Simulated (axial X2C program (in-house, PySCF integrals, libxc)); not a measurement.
**Potential curves of LiF, with spin–orbit coupling**

All values were computed with an in-house all-electron X2C program for linear molecules (integrals from PySCF). Two-component (2c) means X2C with spin–orbit coupling and atomic mean-field two-electron Coulomb and Gaunt terms. Basis: F dyall-av3z [7s6p3d2f], Li dyall-cv3z [7s8p2d] (cores contracted in-house); Gaussian nuclei, density fitting, unrestricted open shells. Masses: F 18.998 u, Li 7.016 u.

State: Ω = 0 (closed shell). Energies in eV from the fragments at the same level (F + Li). Fits are polynomials in 1 − R0/R over 0.85 to 1.23 times the lowest point R0.

| R (Å) | HF |
| --- | --- |
| 1.3607 | -3.4456 |
| 1.4232 | -3.7110 |
| 1.4702 | -3.8243 |
| 1.5171 | -3.8805 |
| 1.5640 | -3.8921 |
| 1.6187 | -3.8619 |
| 1.6735 | -3.7957 |
| 1.7439 | -3.6727 |
| 1.8299 | -3.4838 |
| 1.9550 | -3.1676 |

Occupations by symmetry block were frozen at the best pattern of an incomplete PBE0 search. The closed shell is kept restricted, so the energy runs too high when the bond is stretched far. Dissociation energies refer to the lowest single-determinant-based atoms at the same level and basis.

(1) Fit the HF curve near its minimum: give the equilibrium distance, the harmonic wavenumber and the well depth.

Results:

(1) At HF, 2c: Re = 1.554 Å, ωe ≈ 941 cm⁻¹, De = 3.89 eV to F + Li; Be follows as 1.36 cm⁻¹.
